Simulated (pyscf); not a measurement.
A first-order saddle from PySCF, ωB97X-D3(BJ)/def2-SVP:

```xyz
4

Ge     0.2860     0.4622    -0.7688
Se     2.2854     0.8866    -1.2969
F     -0.2770     0.3393     1.1230
H     -1.0760     0.1723     0.0298
```
Charge 0, spin multiplicity 1.

Surface: singlet, charge 0. Lowest wavenumbers (cm⁻¹): 1447i, 142, 428, 437, 538.

Task: Name the species on either side of this saddle.

Result: :Ge=Se [singlet] + hydrogen fluoride (HF) ⇌ F–GeH=Se, an insertion read from left to right: F–H broken and F–Ge, Ge–H formed. At CCSD(T)/def2-TZVPP + ΔMP2(QZVPP) it lies +43.6 kcal/mol from the left side and +47.6 kcal/mol from the right (each side as separated species at their lowest minima found). This is the saddle that the search found; another between the same sides may lie lower. The CCSD(T) − MP2 part came from Ansatz, without density fitting, on the same reference. The frozen core leaves the outer d or s,p core shells of the metals and heavy elements correlated in the MP2 and CC values, and def2-TZVPP describes them poorly, which can shift differences by a few kcal/mol. Elements up to Kr have no core potential and no relativistic terms here.
